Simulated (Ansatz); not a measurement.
**How well does each level of theory give the band gap of B20 (FeSi-type) FeSi?**

Reference value: 0.05 eV (measured, temperature not stated, not corrected to a static lattice, indirect, transport; lower end of the printed range; as tabulated in Tomczak (2018), arXiv:1802.07220).

| level (code) | value (eV) | cell (Å³/atom) | difference (eV) |
|---|---|---|---|
| LDA (Ansatz) | 0.09 (indirect) | 11.29 | +0.04 |
| PBE (Ansatz) | 0.13 (indirect) | 11.29 | +0.08 |
| PBE-D4 (Ansatz) | 0.16 | 10.69 | +0.11 |
| rVV10 (Ansatz) | 0.17 | 11.09 | +0.12 |
| r²SCAN (Ansatz) | 0.31 | 11.29 | +0.26 |
| B3LYP (VWN-RPA form) (Ansatz) | 1.69 (indirect) | 11.29 | +1.64 |
| HSE06 (Ansatz) | 1.43 (indirect) | 11.29 | +1.38 |

The reference is too small against the doubts on it for a ranking.

Computed values are for a static lattice; measured ones hold zero-point and thermal shifts unless a correction is named. The crystal itself was run without spin with LDA, PBE, PBE-D4, rVV10, r²SCAN, B3LYP (VWN-RPA form), HSE06. PBE-D4, rVV10: the gap is read on the k mesh or supercell of the run alone and can be too large. Values are at the measured cell; PBE-D4 at the level's own equilibrium cell; rVV10 at the level's own equilibrium cell. Cutoffs and k meshes differ between the levels. Ansatz's density-functional and Hartree–Fock values are scalar-relativistic unless marked +SOC, with PAW data made under PBE.

Differences are worked out from the printed values.

Ansatz is a quantum-chemistry and plane-wave program.
